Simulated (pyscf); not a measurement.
Optimised with ωB97X-D3(BJ)/def2-SVP in PySCF. MP2 and CC: frozen core, UHF for open shells. ΔMP2 is the change of the MP2 total energy from the triple- to the quadruple-zeta basis.

SMILES: [OH][Zn][OH]
```xyz
5

O      0.8268    -1.4927    -1.2358
Zn     0.2214     0.0340    -0.5798
O     -0.3503     1.6171    -0.0363
H      0.2304    -2.2439    -1.1516
H      0.0243     1.9261     0.7952
```

Q: List the bond dissociation enthalpies at 298 K of HO–Zn–OH (SMILES [OH][Zn][OH]) from CCSD(T)/def2-TZVPP + ΔMP2(QZVPP), from the weakest bond up.

A: O–Zn to OH• + [HO–Zn]•: 4.38 eV; H–O to •O–Zn–OH + H•: 5.14 eV. Ring and multiple bonds, and those that leave no two simple radicals, are not listed. The radicals are drawn with the spin at the cut bond; how far it spreads was not checked. Other isomers of •O–Zn–OH were not searched in full and may lie lower. The CCSD(T) − MP2 part came from Ansatz, without density fitting, on the same reference. The frozen core leaves the outer d or s,p core shells of the metals and heavy elements correlated in the MP2 and CC values, and def2-TZVPP describes them poorly, which can shift differences by a few kcal/mol. Left out: the spin-orbit lowering of OH. Elements up to Kr have no core potential and no relativistic terms here.
